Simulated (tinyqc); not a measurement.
The basis set: RHF and MP2 along a ladder of basis sets, for CH3+, spin multiplicity 1. Computed by the program tinyqc with PySCF. Same geometry throughout; the dipole is taken about the origin.

Geometry (angstrom):
```
atom,x,y,z
C,0.0000,0.0000,0.0070
H,1.0330,0.0000,0.0000
H,-0.5170,0.8950,0.0000
H,-0.5170,-0.8950,0.0000
```

RHF and frozen-core MP2 in a ladder of bases:
```
basis,functions,E(RHF) (hartree),E(MP2 corr) (hartree),HOMO (eV),LUMO (eV),dipole (debye)
sto-3g,8,-38.75896,-0.03722,-27.257,-7.115,0.025
3-21g,15,-39.00465,-0.06458,-26.699,-7.899,0.023
6-31g,15,-39.21168,-0.06204,-26.603,-7.803,0.023
6-31g**,29,-39.23122,-0.10769,-26.606,-7.727,0.024
cc-pvdz,29,-39.22849,-0.10320,-26.575,-7.773,0.025
aug-cc-pvdz,50,-39.22959,-0.10614,-26.572,-7.876,0.025
cc-pvtz,72,-39.24291,-0.13057,-26.601,-7.831,0.025
```

What does the comparison show, and why?

From cc-pVDZ to cc-pVTZ the RHF energy falls by 14.4 mhartree and the correlation energy by 27.4. If valence correlation converges as X^-3, (27 E(T) - 8 E(D))/19 gives -0.1421 hartree, a rough estimate from such small X that usually falls short; STO-3G holds about 26 % of it. Beyond STO-3G the LUMO moves by 0.2 eV and the HOMO by 0.1 eV.
